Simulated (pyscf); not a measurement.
This saddle point was located with ωB97X-D3(BJ)/def2-SVP in PySCF.

```xyz
6

As     0.5536    -0.0718    -0.7561
H      0.2043     0.9141    -2.0748
H     -0.3994     1.1751    -1.1332
H     -0.5960    -0.9791    -1.0892
B      0.7866    -0.0268     1.2879
H      1.0823     1.1092     1.6394
```
Charge 0, spin multiplicity 1.

Surface: singlet, charge 0. Lowest wavenumbers (cm⁻¹): 1611i, 163, 355, 485, 570.

Q: Which two sides does it connect, and which bonds change?

A: AsH₃ + BH [singlet] <-> HB=AsH + H₂, a concerted two-bond exchange read from left to right: As–H, As–H broken and As–B, H–H formed. At ωB97M-D3(BJ)/def2-TZVP it lies +99.8 kJ/mol from the left side and +342.1 kJ/mol from the right (each side as separated species at their lowest minima found). On the reactant side the descent ends in an adduct with a As–B contact, 59.6 kJ/mol under the separated species and 152.9 kJ/mol under the saddle at ωB97X-D3(BJ)/def2-TZVP. On the product side the descent ends in an adduct with a B–H contact (not fully relaxed), 2.1 kJ/mol under the separated species and 341.0 kJ/mol under the saddle at ωB97X-D3(BJ)/def2-TZVP. What is counted as formed (As–B) is already present as a longer contact in the reactant adduct; forming that adduct is a step of its own. HB=AsH is closed by a dative B–H contact. This is the saddle that the search found; another between the same sides may lie lower. Elements up to Kr have no core potential and no relativistic terms here.
